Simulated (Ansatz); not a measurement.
# C3H2F2O: a ladder of functionals and wavefunction methods

An exercise on one series of results from a longer session: the logs are not shown, and one member is left open.

Method: functionals in def2-TZVPP, the program's frozen cores in correlated methods; program: Ansatz 0.2.0, Gaussian basis.

Plan: PBE-D4, r2SCAN-D4, PBE0-D4, B3LYP-D4, ωB97X-V, ωB97M-V, B2PLYP; CCSD(T)/def2-TZVPP; MP2/def2-QZVPP; extrapolation to the limit.

### The geometry

All runs share one geometry, relaxed beforehand with PBE0-D4 in a triple-zeta def2 set.

SMILES `C=C1OC1(F)F`, 8 atoms, charge 0, spin multiplicity 1.

Atoms are counted from 1 here; the program's logs count them from 0.

Bond lengths: C1–C2 1.309 Å, C1–H7 1.082 Å, C1–H8 1.080 Å, C2–O3 1.388 Å, C2–C4 1.418 Å, O3–C4 1.392 Å, C4–F5 1.323 Å, C4–F6 1.323 Å. Angles: C2–C1–H7 120.9°, C2–C1–H8 119.5°, H7–C1–H8 119.6°, C1–C2–O3 139.1°, C1–C2–C4 161.4°, O3–C2–C4 59.5°, C2–O3–C4 61.3°, C2–C4–O3 59.2°, C2–C4–F5 123.5°, C2–C4–F6 123.5°, O3–C4–F5 116.0°, O3–C4–F6 116.0°, F5–C4–F6 108.9°.

As a file:

| atom | x (Å) | y (Å) | z (Å) |
| --- | --- | --- | --- |
| C1 | 0.0443 | -1.4659 | 0.2489 |
| C2 | 0.1587 | -0.1733 | 0.0743 |
| O3 | 1.1027 | 0.8294 | 0.2498 |
| C4 | -0.1469 | 1.1696 | -0.2614 |
| F5 | -0.1615 | 1.6269 | -1.5023 |
| F6 | -0.8879 | 1.9612 | 0.4958 |
| H7 | 0.8662 | -2.0474 | 0.6450 |
| H8 | -0.8834 | -1.9576 | -0.0061 |

The first run:

The input, in.yaml:

```yaml
crystal:
  periodic: [false, false, false]
  atoms:
    - {symbol: C, position_ang: [0.044288, -1.465942, 0.248940]}
    - {symbol: C, position_ang: [0.158702, -0.173308, 0.074331]}
    - {symbol: O, position_ang: [1.102735, 0.829428, 0.249794]}
    - {symbol: C, position_ang: [-0.146919, 1.169564, -0.261433]}
    - {symbol: F, position_ang: [-0.161467, 1.626900, -1.502343]}
    - {symbol: F, position_ang: [-0.887886, 1.961248, 0.495819]}
    - {symbol: H, position_ang: [0.866178, -2.047379, 0.645009]}
    - {symbol: H, position_ang: [-0.883430, -1.957610, -0.006118]}
basis:
  gaussian: {orbitals: def2-TZVPP}
hamiltonian: {xc: pbe, dispersion: d4}
output: {forces: true, orbitals: {seedname: orbitals}}
```

The run is started by

```sh
$ ansatz run in.yaml --threads 4 --pin off --events-out ev --progress --plain --max-ram 10444MiB
```

Among the steps run: PBE-D4 (GGA); r2SCAN-D4 (meta-GGA); PBE0-D4 (hybrid); B3LYP-D4 (hybrid); ωB97X-V (range-separated); ωB97M-V (range-separated); B2PLYP (double hybrid); CCSD(T) in def2-TZVPP; MP2 in def2-QZVPP.

One of the session's tables, all rows but one given; the rest of the session is left out.

It belongs to the step «Atomisation energies». 

| method | atomisation energy (kJ/mol) |
| --- | --- |
| PBE-D4 | 3645.0 |
| r2SCAN-D4 | ? |
| PBE0-D4 | 3495.2 |
| B3LYP-D4 | 3431.3 |
| ωB97X-V | 3456.5 |
| ωB97M-V | 3461.4 |
| B2PLYP | 3407.4 |
| HF/def2-TZVPP | 2287.7 |
| MP2/def2-TZVPP | 3483.6 |
| CCSD/def2-TZVPP | 3245.3 |
| CCSD(T)/def2-TZVPP | 3331.5 |
| MP2/CBS | 3582.3 |
| CCSD(T)/CBS | 3430.2 |

Estimate the missing values for r2SCAN-D4.

**Answer.** atomisation energy (kJ/mol): 3485.0. In the column «atomisation energy (kJ/mol)» it lies between MP2/def2-TZVPP (3483.6) and PBE0-D4 (3495.2).

To keep in mind: Free atoms (3 C, 1 O, 2 F, 2 H) were run apart at each level; the atomisation energy is their sum less the molecule, without zero-point or spin-orbit terms.
